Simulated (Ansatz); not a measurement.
# CH₄OSi (SMILES C1O[SiH2]1): a short trajectory

The task is to watch the atoms for 80 steps of 1.0 fs, started with velocities for 500 K and run with a Nosé-Hoover thermostat.

Program: Ansatz 0.2.0, Gaussian basis. Level of theory: Hartree-Fock/def2-SVPD. These are calculated values, not measurements.

## 1. The system as given

SMILES `C1O[SiH2]1`, 7 atoms, charge 0, spin multiplicity 1.

Atoms are counted from 1 here; the program's logs count them from 0.

Bond lengths: C1–O2 1.468 Å, C1–Si3 1.844 Å, C1–H4 1.081 Å, C1–H5 1.081 Å, O2–Si3 1.640 Å, Si3–H6 1.447 Å, Si3–H7 1.447 Å. Angles: O2–C1–Si3 58.0°, O2–C1–H4 111.6°, O2–C1–H5 111.6°, Si3–C1–H4 122.5°, Si3–C1–H5 122.5°, H4–C1–H5 113.8°, C1–O2–Si3 72.6°, C1–Si3–O2 49.4°, C1–Si3–H6 118.0°, C1–Si3–H7 118.0°, O2–Si3–H6 115.1°, O2–Si3–H7 115.2°, H6–Si3–H7 120.7°.

Geometry (Å):

```mol
CH4OSi
  3D, bonds by distance, orders not assigned

  7  7  0  0  0  0  0  0  0  0999 V2000
   -0.5801   -0.2543   -0.6857 C   0  0
   -0.0240   -1.1148    0.3657 O   0  0
    0.5608    0.3985    0.6082 Si  0  0
   -1.6547   -0.1723   -0.6062 H   0  0
   -0.2360   -0.5506   -1.6662 H   0  0
   -0.0181    1.1093    1.7281 H   0  0
    1.9520    0.5842    0.2560 H   0  0
  1  2  8  0
  1  3  8  0
  1  4  8  0
  1  5  8  0
  2  3  8  0
  3  6  8  0
  3  7  8  0
M  END
```

## 2. The run

The input, md/in.yaml:

```yaml
crystal:
  periodic: [false, false, false]
  atoms:
    - {symbol: C, position_ang: [-0.580100, -0.254320, -0.685670]}
    - {symbol: O, position_ang: [-0.023970, -1.114800, 0.365680]}
    - {symbol: Si, position_ang: [0.560830, 0.398520, 0.608200]}
    - {symbol: H, position_ang: [-1.654700, -0.172280, -0.606180]}
    - {symbol: H, position_ang: [-0.235960, -0.550600, -1.666210]}
    - {symbol: H, position_ang: [-0.018150, 1.109310, 1.728140]}
    - {symbol: H, position_ang: [1.952040, 0.584180, 0.256040]}
basis:
  gaussian: {orbitals: def2-SVPD}
hamiltonian: {xc: hf}
md: {n_steps: 80, timestep: 1.0, temperature: 500, ensemble: nvt_nose_hoover, seed: 664, initial_velocities: maxwell_boltzmann}
```

On the command line:

```
ansatz run in.yaml --threads 2 --pin off --events-out ev --progress --plain --max-ram 3481MiB
```

**Question.** What will these runs give? Wanted: temperature at the start; mean temperature, second half; lowest and highest potential energy, from the first frame; largest change of potential + kinetic.

**Answer**, as computed:

```
                                                 quantity              value
                                                   length  80 steps, 80.0 fs
                                 temperature at the start              500 K
                            mean temperature, second half              338 K
lowest and highest potential energy, from the first frame      0 and 297 meV
                    largest change of potential + kinetic           60.2 meV
```

What this shows: The thermostat trades energy with the molecule, so the sum of potential and kinetic energy isn't conserved: it changes by +59 meV over the run. The mean temperature of the second half is still well below the 500 K set. The temperature runs between 88 and 531 K. The molecule keeps its bonds.
